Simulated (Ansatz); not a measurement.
**BePH₂ (quartet): from Hartree-Fock to the top rungs, def2-QZVPP**

One table from this session's results is given with a row withheld; the runs are named, their logs left out.

Computed with Ansatz 0.2.0, Gaussian basis. Level: def2-QZVPP, core rule «outside noble gas», up to 6 orbitals frozen.

Plan: UHF; ROHF; CCSD(T) on UHF.

## What is computed

The geometry is a PBE0/def2-TZVP stationary point (not a proven minimum).

4 atoms, charge 0, spin multiplicity 4.

Atoms are counted from 1 here; the program's logs count them from 0.

Bond lengths: P1–Be2 2.362 Å, P1–H3 1.434 Å, Be2–H4 1.404 Å. Angles: Be2–P1–H3 78.1°, P1–Be2–H4 72.5°.

Set-up of the first run:

The input, in.yaml:

```yaml
crystal:
  periodic: [false, false, false]
  atoms:
    - {symbol: P, position_ang: [0.000000, -0.077599, 0.555021]}
    - {symbol: Be, position_ang: [0.000000, 0.243011, -1.784965]}
    - {symbol: H, position_ang: [0.000000, 1.352773, 0.453405]}
    - {symbol: H, position_ang: [0.000000, -1.140996, -1.549372]}
basis:
  gaussian: {orbitals: "def2-QZVPP.json"}
magnetization: {spin_polarized: true, initial_magnetization: 3}
hamiltonian: {xc: hf}
output: {orbitals: {seedname: orbitals}}
```

Started as:

```sh
> ansatz run in.yaml --threads 1 --pin off --events-out ev --progress --plain --max-ram 2393MiB
```

Steps of the session up to this table: UHF; ROHF; CCSD(T) on UHF.

One table of the session follows, with a row left open; its other results are not shown here.

It belongs to the step «Misses and costs». 

| method | from UCCSD(T) (meV) |
| --- | --- |
| ROHF | +5874.4 |
| UHF | +5636.6 |
| UMP2 | ? |
| UCCSD | +237.5 |
| UCCSD(T) | 0 |

Q: Estimate the row for UMP2 from the others.

As computed: from UCCSD(T) (meV): +1101.6. In the column «from UCCSD(T) (meV)» it lies between UCCSD (+237.5) and UHF (+5636.6).
